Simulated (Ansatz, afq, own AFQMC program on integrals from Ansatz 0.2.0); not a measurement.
Integrals from Ansatz 0.2.0, then the random walk in our own AFQMC program (afq).

```yaml
crystal:
  periodic: [false, false, false]
  atoms:
    - {symbol: Si, position_ang: [0.000000, 0.000000, 1.274311]}
    - {symbol: Al, position_ang: [0.000000, 0.000000, -1.178752]}
    - {symbol: H, position_ang: [0.000000, -1.380606, -1.976865]}
    - {symbol: H, position_ang: [0.000000, 1.380606, -1.976865]}
basis:
  gaussian: {orbitals: cc-pVDZ}
magnetization: {spin_polarized: false, initial_magnetization: 1}
correlation: {method: ccsd_t, electrons: outside_noble_gas, hamiltonian_folder: ham}
```

```sh
$ ansatz run in.yaml --threads 1 --pin off --events-out ev --progress --plain --max-ram 1382MiB
```

afq runs on the folder ham with

```
--method phaseless --trial hf --walkers 120 --populations 1 --least-time 40 --time-step 0.005 --steps-per-block 20 --equilibration-blocks 112 --max-blocks 600 --target-error 0.00108 --factor-cut 1e-05 --start spin_pure --seed 2427 --taylor-order 6
```

Times are imaginary, in 1/Eh. The walk had a cap of 1011 s.

```
orbitals 36  electrons 5 4  factors 265 of 451
reference energy -531.92277880 Eh
CCSD correlation -0.16558568 Eh in 12 cycles, weight of the determinant in the CISD state 0.8697
energy of the start -531.922779 Eh
 block  time / (1/Eh)  mean weight  energy / Eh
     1     0.100  0.9999  -531.945186
     2     0.200  0.9997  -531.963567
     3     0.300  1.0001  -531.981851
     4     0.400  1.0014  -531.993346
     5     0.500  1.0000  -532.004429
     7     0.700  0.9997  -532.022454
     9     0.900  0.9995  -532.035558
    18     1.800  1.0000  -532.069121
    52     5.200  1.0012  -532.115442
    86     8.600  1.0004  -532.083756
   120    12.000  1.0010  -532.089749
   154    15.400  1.0001  -532.073180
   188    18.800  0.9993  -532.085564
   222    22.200  0.9998  -532.075304
   256    25.600  1.0008  -532.105671
   290    29.000  0.9999  -532.099813
   324    32.400  0.9996  -532.087522
   358    35.800  1.0004  -532.093512
   392    39.200  1.0009  -532.094103
   426    42.600  1.0017  -532.108799
   460    46.000  1.0012  -532.088316
   494    49.400  0.9998  -532.110566
   528    52.800  0.9998  -532.083093
   562    56.200  0.9998  -532.107437
   579    57.900  1.0005  -532.118011
   596    59.600  1.0009  -532.090542
   630    63.000  1.0016  -532.088679
   664    66.400  1.0001  -532.078769
   698    69.800  0.9985  -532.092102
blocks merged  error / Eh  count
     1  0.000474  600
     2  0.000628  300
     4  0.000813  150
     8  0.001060  75
    16  0.001283  37
    32  0.001496  18
    64  0.001296  9
energy -532.094511 +/- 0.001496 Eh
(rows thinned)
```

(1) Estimate how long the walk took on 1 thread of Intel(R) Xeon(R) 6975P-C (Granite Rapids) (shared host).

The run passed its tests (sampling time, drift between the halves within three errors, error under three times the target), which doesn't prove that it has relaxed.

Against this walk (error 40.7 meV) on the same determinant: CCSD(T) 51.1 meV higher (within the noise), CCSDT(Q) 11.1 meV higher (within the noise), a separate phaseless walk with a CISD trial and standard settings 37.7 ± 41.4 meV higher (within the noise). The error is statistical and leaves out the bias of the constraint.

Cautions: constraint bias not in the error; error above the target (40.7 against 29.4 meV); higher spins were not checked; a spin-contaminated unrestricted determinant lies lower (UHF 210 meV lower, ⟨S²⟩ 1.26).

Answers

(1) 2.2 min of wall time.

CCSDT and higher add their correlation energy to the determinant of the CCSD(T) run, since their own runs factorise the integrals more tightly (a shift of under 2 meV). A walk keeps the symmetry of its determinant, which the program's search chose and which needn't be the lowest solution, so a lower state of the same spin and another symmetry isn't excluded.
